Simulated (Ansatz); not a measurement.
Results of RPBE in Ansatz (PAW) for hcp Ti.

Run with plane-wave cutoff 520 eV, 24×24×12 k mesh (along the axes of the cell as run), Fermi–Dirac smearing 0.05 eV, no spin polarisation, scalar-relativistic PAW data made under PBE.

Computed points:

```tsv
V (Å³/atom)	E − E_lowest (meV/atom)	P (GPa)
17.182	10.02	4.62
17.540	2.43	2.21
17.898	0.00	0.00
18.256	2.28	-2.01
18.614	8.85	-3.84
```

Q: What bulk modulus B0 and pressure derivative B′ does a third-order Birch–Murnaghan fit give?

A: V0 = 17.898 Å³/atom, B0 = 105 GPa, B′ = 3.6 (fit to the energies at full precision).

Shape and atoms are relaxed at each volume.

Measured, for comparison: bulk modulus 108 GPa (zero-point energy and finite temperature contributions removed; as tabulated in doi:10.1021/acs.jctc.3c00612). Computed (rounded) less measured: bulk modulus -3 %.

Note: the bulk modulus comes from volumes at which shape and atoms were relaxed.

The computed numbers hold no vibrational or temperature effects.

Ansatz is an electronic-structure program.
